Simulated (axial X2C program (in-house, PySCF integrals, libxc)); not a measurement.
**ClF: cheaper levels and CCSD(T), two-component**

Calculated with an in-house relativistic program for diatomic molecules. Two-component (2c) means X2C with spin–orbit coupling and atomic mean-field two-electron Coulomb and Gaunt terms. Basis: Cl dyall-av3z [9s8p3d2f], F dyall-av3z [7s6p3d2f] (cores contracted in-house); Gaussian nuclei, density fitting, unrestricted open shells. Masses: Cl 34.969 u, F 18.998 u.

State: Ω = 0 (closed shell); fragments Cl + F.

```
level  Re (Å)  ωe (cm⁻¹)  De (eV)
 PBE0   1.628      824.9     2.58
   HF   1.590      916.3    0.253
  MP2   1.639      799.8     2.74
 CCSD   1.635      803.9     2.30
 BLYP   1.682      723.4     2.87
```

Correlated methods: 14 electrons correlated (number of frozen shells: Cl 2 s, 1 p; F 1 s), 194 virtual spin orbitals or spinors in MP2, 90 natural virtuals in coupled cluster.

CCSD(T), same Hamiltonian and basis:

Re = 1.647 Å, ωe = 772.8 cm⁻¹, De = 2.46 eV; T1 = 0.011 (Lee–Taylor normalisation).

**Question.** Give the differences from CCSD(T) in the columns below.

**Answer.** 

| level | ΔRe (Å) | Δωe (cm⁻¹) | ΔDe (eV) |
| --- | --- | --- | --- |
| PBE0 | -0.019 | 52 | 0.12 |
| HF | -0.057 | 144 | -2.21 |
| MP2 | -0.008 | 27 | 0.28 |
| CCSD | -0.012 | 31 | -0.16 |
| BLYP | 0.035 | -49 | 0.41 |

The state is a single determinant with fixed occupations, the lowest that a limited PBE0 search found. Closed shells are restricted here (equal orbitals for both partners); the stretched side of such a curve lies too high. De is counted from the lowest determinant-based energies of the atoms at the same level, without counterpoise correction. CCSD and (T) use frozen natural virtuals with an MP2 correction for the truncation; (T) itself is uncorrected, so its De runs slightly low. The 2c atoms are single determinants rather than J levels; their spin–orbit lowering is only partly caught, and De is too large by that part. This holds for PBE0, BLYP. Without a current term, density functionals place determinants with orbital angular momentum somewhat too high.
